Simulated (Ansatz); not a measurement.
# CH₃BO (SMILES B1CO1): single points off equilibrium

How do the functionals fare away from a minimum? The structure is a structure displaced at random from a GFN2-xTB minimum.

Computed with Ansatz 0.2.0, Gaussian basis. Level: single points in def2-TZVPP.

Correlated methods freeze the cores.

### 1 The system as given

6 atoms, charge 0, spin multiplicity 1.

Atoms are counted from 1 here; the program's logs count them from 0.

Bond lengths: B1–C2 1.482 Å, B1–O3 1.367 Å, B1–H4 1.155 Å, C2–O3 1.473 Å, C2–H5 1.236 Å, C2–H6 1.122 Å. Angles: C2–B1–O3 62.1°, C2–B1–H4 160.5°, O3–B1–H4 137.4°, B1–C2–O3 55.1°, B1–C2–H5 123.8°, B1–C2–H6 125.3°, O3–C2–H5 110.4°, O3–C2–H6 117.7°, H5–C2–H6 109.6°, B1–O3–C2 62.8°.

Coordinates:

```
B    -0.6943   -0.4046   -0.3494
C     0.5193    0.1275    0.3148
O    -0.6389    0.9377   -0.0985
H    -1.4298   -1.1486   -0.8385
H     1.5342    0.4862   -0.2917
H     0.7411    0.0565    1.4127
```

### 2 CCSD(T)/def2-TZVPP

Input file run/in.yaml:

```yaml
crystal:
  periodic: [false, false, false]
  atoms:
    - {symbol: B, position_ang: [-0.694300, -0.404600, -0.349400]}
    - {symbol: C, position_ang: [0.519300, 0.127500, 0.314800]}
    - {symbol: O, position_ang: [-0.638900, 0.937700, -0.098500]}
    - {symbol: H, position_ang: [-1.429800, -1.148600, -0.838500]}
    - {symbol: H, position_ang: [1.534200, 0.486200, -0.291700]}
    - {symbol: H, position_ang: [0.741100, 0.056500, 1.412700]}
basis:
  gaussian: {orbitals: def2-TZVPP}
correlation: {method: ccsd_t}
output: {forces: true}
```

No record of the launch command was kept for these runs.

### 3 PBE0-D4/def2-TZVPP

Edit run/in.yaml of step 2 so:

```diff
@@ -11,3 +11,3 @@
   gaussian: {orbitals: def2-TZVPP}
-correlation: {method: ccsd_t}
-output: {forces: true}
+hamiltonian: {xc: pbe0, dispersion: d4}
+output: {forces: true, orbitals: {seedname: orbitals}}
```

### 4 wB97M-V/def2-TZVPP

Edit run/in.yaml of step 3 so:

```diff
@@ -11,3 +11,3 @@
   gaussian: {orbitals: def2-TZVPP}
-hamiltonian: {xc: pbe0, dispersion: d4}
-output: {forces: true, orbitals: {seedname: orbitals}}
+hamiltonian: {xc: {name: wB97M-V}}
+output: {forces: true}
```

### 5 r2SCAN-D4/def2-TZVPP

Edit run/in.yaml of step 4 so:

```diff
@@ -11,3 +11,3 @@
   gaussian: {orbitals: def2-TZVPP}
-hamiltonian: {xc: {name: wB97M-V}}
+hamiltonian: {xc: r2scan, dispersion: d4}
 output: {forces: true}
```

### 6 PBE-D4/def2-TZVPP

Edit run/in.yaml of step 5 so:

```diff
@@ -11,3 +11,3 @@
   gaussian: {orbitals: def2-TZVPP}
-hamiltonian: {xc: r2scan, dispersion: d4}
+hamiltonian: {xc: pbe, dispersion: d4}
 output: {forces: true}
```

### 7 r2SCANh-D4/def2-TZVPP

Edit run/in.yaml of step 6 so:

```diff
@@ -11,3 +11,3 @@
   gaussian: {orbitals: def2-TZVPP}
-hamiltonian: {xc: pbe, dispersion: d4}
+hamiltonian: {xc: {name: r2SCANh}, dispersion: d4}
 output: {forces: true}
```

### 8 HSE06-D4/def2-TZVPP

Edit run/in.yaml of step 7 so:

```diff
@@ -11,3 +11,3 @@
   gaussian: {orbitals: def2-TZVPP}
-hamiltonian: {xc: {name: r2SCANh}, dispersion: d4}
+hamiltonian: {xc: hse06, dispersion: d4}
 output: {forces: true}
```

(Steps that only read results are left out.)

**Question.** What will these runs give? Wanted: energy less free atoms, CCSD(T)/def2-TZVPP; RMS force component; RMS force error; HOMO and LUMO, PBE0-D4; T1 diagnostic.

**Answer**, as computed:

| quantity | value |
| --- | --- |
| energy less free atoms, CCSD(T)/def2-TZVPP | -2265.2 kJ/mol |
| RMS force component | 1.290 to 1.426 eV/Å over the methods |
| RMS force error | PBE0-D4 0.300, wB97M-V 0.207, r2SCAN-D4 0.176, PBE-D4 0.192, r2SCANh-D4 0.235, HSE06-D4 0.297 eV/Å |
| HOMO and LUMO, PBE0-D4 | -8.47 and -0.67 eV |
| T1 diagnostic | 0.017 |

Against CCSD(T) the functionals' energies less atoms differ by -149.8 to -68.8 kJ/mol, PBE-D4 by -149.8 kJ/mol. The reference is not at the basis limit: in triple zeta CCSD(T) underbinds, which counts against methods that bind more; the gaps are no ranking. For forces r2SCAN-D4 does best and PBE0-D4 worst. Frozen-core CCSD(T) forces in triple zeta carry basis errors of their own, and this is one geometry, so small gaps rank nothing.
